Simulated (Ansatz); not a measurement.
Input file:

```yaml
crystal:
  periodic: [false, false, false]
  atoms:
    - {symbol: Ge, position_ang: [0.000000, -0.030607, 0.269863]}
    - {symbol: C, position_ang: [0.000000, 0.054648, -1.674902]}
    - {symbol: H, position_ang: [0.000000, 1.554553, 0.509831]}
basis:
  gaussian: {orbitals: cc-pVDZ}
magnetization: {spin_polarized: true, initial_magnetization: 5}
correlation: {method: ccsdtq, electrons: outside_noble_gas}
```

```sh
$ ansatz run in.yaml --threads 2 --pin off --events-out ev --progress --plain --max-ram 24576MiB --backend cuda --devices 0, --max-vram 18GiB
```

The program prints:

```
897 factors; integrals over basis functions are off by at most 1.6e-7 eV
mean field evaluation 1: about -57511.2429 eV, gradient 8.9e0 eV
mean field evaluation 2: about -57511.2482 eV, gradient 8.9e0 eV
mean field evaluation 4: about -57512.4004 eV, gradient 2.2e0 eV
mean field evaluation 8: about -57512.6026 eV, gradient 2.8e-1 eV
mean field evaluation 16: about -57512.1608 eV, gradient 3.9e0 eV
mean field evaluation 32: about -57508.9710 eV, gradient 3.3e-1 eV
mean field -57512.60699092 eV, -2113.5493234710 hartree, gradient 1.9e-6 eV, S^2 8.761116; 0 other end points of the search recorded, 0 dependent functions left out
15 core orbitals not correlated: weight in the atoms' cores, before any rotation towards them, 0.999 or more for the frozen orbitals, at most 0.001 for the correlated occupied ones
reference -57512.60699092 eV, -2113.5493234710 hartree; 7, 2 occupied and 24, 29 virtual orbitals, 897 factors
second order -3.00849250 eV of doubles, -0.00000000 eV of singles
cycle   1  -3.56256370 eV  change   -5.5e-1 eV  update   6.7e-2
cycle   2  -3.88414767 eV  change   -3.2e-1 eV  update   3.4e-2
cycle   3  -3.93251067 eV  change   -4.8e-2 eV  update   1.8e-2
cycle   4  -3.95064757 eV  change   -1.8e-2 eV  update   1.0e-2
cycle   5  -3.95499490 eV  change   -4.3e-3 eV  update   4.9e-3
cycle   6  -3.95463821 eV  change    3.6e-4 eV  update   2.4e-3
cycle   7  -3.95543904 eV  change   -8.0e-4 eV  update   1.1e-3
cycle   8  -3.95606068 eV  change   -6.2e-4 eV  update   4.7e-4
cycle   9  -3.95587045 eV  change    1.9e-4 eV  update   2.2e-4
cycle  10  -3.95575208 eV  change    1.2e-4 eV  update   8.8e-5
cycle  11  -3.95575423 eV  change   -2.2e-6 eV  update   4.4e-5
cycle  12  -3.95578062 eV  change   -2.6e-5 eV  update   2.5e-5
cycle  13  -3.95579260 eV  change   -1.2e-5 eV  update   1.1e-5
cycle  14  -3.95579218 eV  change    4.2e-7 eV  update   5.9e-6
cycle  15  -3.95578778 eV  change    4.4e-6 eV  update   3.1e-6
cycle  16  -3.95578515 eV  change    2.6e-6 eV  update   1.6e-6
cycle  17  -3.95578462 eV  change    5.4e-7 eV  update   7.7e-7
Total energy: -57516.56277553 eV, -2113.6946958743 hartree
```

Ran on 2 threads of AMD EPYC 7R13 with a shared H100 80 GB, shared host: 25 s wall, 0.85 GiB peak host memory.
